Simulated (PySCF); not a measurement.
Atom-mapped SMILES (the numbers label the heavy atoms): `[CH2:1]=[C:2]([CH3:3])/[CH:4]=[CH:5]\[F:6]`. Each H is labelled by its parent atom. Ha(C1) is cis to C3; Hb(C1) is trans to C3.

Geometry: PBE0-D3(BJ)/def2-SVP; GIAO shifts from PySCF 2.14, gas phase, non-relativistic, averaged over equivalent atoms.

At HF/pcSseg-1 (137 basis functions, 4.6 s wall time on 1 thread of an Arm Neoverse V1, shared host):
```
 atoms  δ (ppm)
    C5    152.3
    C2    147.3
    C1    123.4
    C4    118.8
    C3     22.2
    F6   -101.5
 H(C5)     6.40
 H(C4)     5.23
Ha(C1)     5.13
Hb(C1)     5.08
 H(C3)     2.11
```

Scale: ¹³C (190.85 ppm), ¹H (31.69 ppm) against TMS; ¹⁹F (246.35 ppm) vs CFCl3 (reference shieldings calculated alike).

What do these become at PBE0/pcSseg-2?

Results:


| atoms | δ at PBE0/pcSseg-2 | change |
| --- | --- | --- |
| C5 | 159.3 | +7.0 |
| C2 | 153.8 | +6.5 |
| C1 | 125.7 | +2.3 |
| C4 | 123.2 | +4.4 |
| C3 | 25.2 | +3.0 |
| F6 | -118.8 | -17.3 |
| H(C5) | 6.52 | +0.12 |
| H(C4) | 5.49 | +0.26 |
| Ha(C1) | 5.01 | -0.12 |
| Hb(C1) | 5.06 | -0.02 |
| H(C3) | 2.17 | +0.06 |

δ = σ(ref) − σ, references computed at the same level: ¹³C (σ = 184.13 ppm), ¹H (σ = 31.25 ppm) vs TMS; CFCl3 for ¹⁹F (σ = 175.81 ppm).

The largest change is at F6 (vinylic fluorine). Cost: 314 basis functions, 86 s wall time on 1 thread of an Arm Neoverse N1, shared host. The order of the carbon signals is the same at both levels.

Unscaled 19F shifts against computed CFCl3 carry errors that often reach 10 to 50 ppm.
